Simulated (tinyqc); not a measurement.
Inside a calculation. Method: harmonic frequencies on the RHF/sto-6g surface (energies and gradients from PySCF), for CH3-, spin multiplicity 1. The basis has no diffuse functions, so it cannot describe the extra electron: this is an exercise in the method, not the real anion. One step of it, computed by the program tinyqc.

Task: One row of the Hessian: 4Hy. Displace 4Hy by +/-0.002 bohr; H(k, :) = (g(+) - g(-)) / (2 delta).

optimised positions (bohr):
```
            x          y          z
1C   0.145771  -0.028961  -0.687007
2H   1.757645   0.066738   0.644901
3H  -0.958269   1.637949  -0.067463
4H  -0.973493  -1.569901   0.181378
```

gradient at +delta (hartree/bohr):
```
              x            y            z
1C  -0.00016948  -0.00041437   0.00013301
2H  -0.00000258  -0.00000104   0.00000440
3H  -0.00006325  -0.00007776   0.00005202
4H   0.00023531   0.00049317  -0.00018943
```

gradient at -delta (hartree/bohr):
```
              x            y            z
1C   0.00017920   0.00041061  -0.00013158
2H  -0.00000294   0.00000554  -0.00000907
3H   0.00006361   0.00007763  -0.00004841
4H  -0.00023988  -0.00049378   0.00018906
```

Give: row of the Hessian.

Result:

row of the Hessian (hartree/bohr^2): 1Cx -0.08717, 1Cy -0.20624, 1Cz 0.06615, 2Hx 0.00009, 2Hy -0.00165, 2Hz 0.00337, 3Hx -0.03172, 3Hy -0.03885, 3Hz 0.02511, 4Hx 0.11880, 4Hy 0.24674, 4Hz -0.09462
